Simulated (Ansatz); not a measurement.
Total energies of `O=CC(F)S`.

Z-matrix (Å, degrees):
```
C
C 1 1.525
S 1 1.779 2 114.5
F 1 1.386 2 105.2 3 -125.2
H 1 1.096 2 109.0 3 120.7
O 2 1.193 1 125.4 3 -9.3
H 2 1.108 1 112.3 3 169.2
H 3 1.344 1 95.2 2 -23.8
```

Charge 0, multiplicity 1. Geometry: relaxed with PBE0-D4/def2-TZVP. It is one conformer, not always the lowest. Basis def2-TZVPP, Ansatz.

RPA on PBE orbitals: Hartree–Fock energy of these orbitals -649.34136 Eh, correlation -1.53283 Eh (frozen core).

| functional | energy without D4 (Eh) | D4 term (kJ/mol) |
| --- | --- | --- |
| PBE | -650.92911 | -15.6 |
| revPBE | -651.21893 | -52.8 |

Question: Give the same for LDA (SPW92), BLYP, r2SCAN, B97M-V, PBE0, B3LYP, r2SCANh, r2SCAN0, HSE06 (plane-wave form), BHLYP, CAM-B3LYP, LC-ωPBE, ωB97X-V, ωB97M-V, B2PLYP, PBE-QIDH. (An estimate is asked.)

Answer: The calculation gave: 
```json
{"functional": "LDA (SPW92)", "energy without D4 (Eh)": "-648.11730", "D4 term (kJ/mol)": "–"}
{"functional": "BLYP", "energy without D4 (Eh)": "-651.32003", "D4 term (kJ/mol)": "-35.5"}
{"functional": "r2SCAN", "energy without D4 (Eh)": "-651.21752", "D4 term (kJ/mol)": "-3.7"}
{"functional": "B97M-V", "energy without D4 (Eh)": "-651.20845", "D4 term (kJ/mol)": "–"}
{"functional": "PBE0", "energy without D4 (Eh)": "-650.96114", "D4 term (kJ/mol)": "-13.0"}
{"functional": "B3LYP", "energy without D4 (Eh)": "-651.38701", "D4 term (kJ/mol)": "-25.3"}
{"functional": "r2SCANh", "energy without D4 (Eh)": "-651.20012", "D4 term (kJ/mol)": "-3.9"}
{"functional": "r2SCAN0", "energy without D4 (Eh)": "-651.17542", "D4 term (kJ/mol)": "-4.3"}
{"functional": "HSE06 (plane-wave form)", "energy without D4 (Eh)": "-650.94228", "D4 term (kJ/mol)": "-12.0"}
{"functional": "BHLYP", "energy without D4 (Eh)": "-651.24065", "D4 term (kJ/mol)": "-18.1"}
{"functional": "CAM-B3LYP", "energy without D4 (Eh)": "-651.29102", "D4 term (kJ/mol)": "-13.0"}
{"functional": "LC-ωPBE", "energy without D4 (Eh)": "-651.10110", "D4 term (kJ/mol)": "–"}
{"functional": "ωB97X-V", "energy without D4 (Eh)": "-651.22674", "D4 term (kJ/mol)": "–"}
{"functional": "ωB97M-V", "energy without D4 (Eh)": "-651.27153", "D4 term (kJ/mol)": "–"}
{"functional": "B2PLYP", "energy without D4 (Eh)": "-651.07253", "D4 term (kJ/mol)": "–"}
{"functional": "PBE-QIDH", "energy without D4 (Eh)": "-650.83786", "D4 term (kJ/mol)": "–"}
```

B3LYP takes the VWN-RPA correlation (the form of Gaussian; ORCA's B3LYP/G). HSE06 is the plane-wave form, built on full-range PBE exchange. The double hybrids freeze the cores in their second-order part.

LC-ωPBE has ω = 0.4 bohr⁻¹.
